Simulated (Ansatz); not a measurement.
Reaction: CHN (methanidylidyneazanium, SMILES [C-]#[NH+]) → CHN (parent SMILES [C-]#[NH+], triplet)
Each species at its own B3LYP-D3(BJ)/def2-TZVP minimum (Ansatz, a first-principles code).

Total energies in hartree (Ansatz). UHF or UKS for unpaired electrons; spin-orbit terms are left out. Correlated methods leave the cores frozen. No relativity. The UHF reference of CHN (parent SMILES [C-]#[NH+], triplet) is spin-contaminated (<S^2> up to 0.31 over the pure value in the sets run). The spin of CHN (parent SMILES [C-]#[NH+], triplet) was assumed, and the state is the lowest solution found for it.

```csv
species,HF/cc-pVTZ,CCSD(T)/cc-pVTZ,HF/cc-pVQZ,CCSD(T)/cc-pVQZ,CCSDT(Q)/cc-pVTZ
1: CHN (SMILES [C-]#[NH+]),-92.89264,-93.25116,-92.89921,-93.27754,-93.25242
"2: CHN (parent SMILES [NH+]#[C-], triplet)",-92.75669,-93.08033,-92.76351,-93.10566,-93.08359
```

**Question.** Work out the adiabatic triplet-singlet gap (electronic) in kcal/mol: take Hartree-Fock from cc-pVQZ, extrapolate the CCSD(T) correlation energy as X^-3 (X = 3, 4), and add CCSDT(Q) - CCSD(T) in cc-pVTZ. 1 hartree = 627.51 kcal/mol.

**Answer.** 
Species 1: correlation (64·(-0.37833) - 27·(-0.35852))/37 = -0.39279; step -0.00126; E1 = -92.89921 + (-0.39279) + (-0.00126) = -93.29326
Species 2: correlation (64·(-0.34215) - 27·(-0.32364))/37 = -0.35566; step -0.00326; E2 = -92.76351 + (-0.35566) + (-0.00326) = -93.12243
-1·E1 +1·E2 = 0.17083 hartree = 107.2 kcal/mol.
